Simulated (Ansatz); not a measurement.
`C/C=N/O` + H₂ → `C=NO` + CH₄ at 500 K and 1 bar (hydrogenolysis of a C–C bond).

Program: Ansatz. Geometries: PBE0-D4/def2-TZVP. ΔE: electronic, gas phase. CBS: MP2 limit from def2 TZ/QZ plus the TZ coupled-cluster correction, frozen cores. This one scheme is used for every species. One conformer a species, not always the lowest.

| species | CCSD(T)/CBS energy (Eh) | H − E (kJ/mol) | S (J/(mol·K)) |
| --- | --- | --- | --- |
| `C/C=N/O` | -208.92209 | 225.5 | 332.6 |
| H₂ | -1.17544 | 41.0 | 145.5 |
| `C=NO` | -169.65390 | 142.1 | 284.2 |
| CH₄ | -40.46206 | 135.6 | 206.8 |

H − E and S are ideal-gas, rigid-rotor, harmonic terms from PBE0-D4/def2-TZVP, for one conformer and one mirror image of each species. For small species the MP2-based limit differs from directly extrapolated CCSD(T) by up to some mEh (0.8 for H₂); such offsets cancel only in part. 1 Eh = 2625.50 kJ/mol, R = 8.31446 J/(mol·K).

**Question.** By hand: ΔE, ΔH, ΔS and ΔG.

**Answer.** ΔE = (-169.65390) + (-40.46206) − (-208.92209) − (-1.17544) = -0.01843 Eh = -48.4 kJ/mol. Δ(H − E) = 142.1 + 135.6 − 225.5 − 41.0 = 11.2, so ΔH = -37.2 kJ/mol. ΔS = 284.2 + 206.8 − 332.6 − 145.5 = 12.9 J/(mol·K). ΔG = -37.2 − 500 × (12.9)/1000 = -43.7 kJ/mol.

**Question.** By hand: the equilibrium constant, and the temperature at which ΔG would vanish if ΔH and ΔS stayed fixed.

**Answer.** log₁₀ K = −ΔG/(RT ln 10) = 4.6. ΔH and −TΔS have one sign here, so there is no such temperature.

The number of gas molecules stays the same, so ΔS is small and ΔH decides. A doubt of 5 kJ/mol in ΔE shifts log₁₀ K by 0.5 here. Other conformers and mirror images would add mixing entropy, several J/(mol·K) or more a flexible species. These are equilibria of isolated gas molecules and say nothing of rates. Largest T1 diagnostic: 0.014 (customary marks: 0.02 for closed shells, 0.045 for open ones).

ΔS is within the doubt of such terms, so its sign, and with it that verdict, could turn.
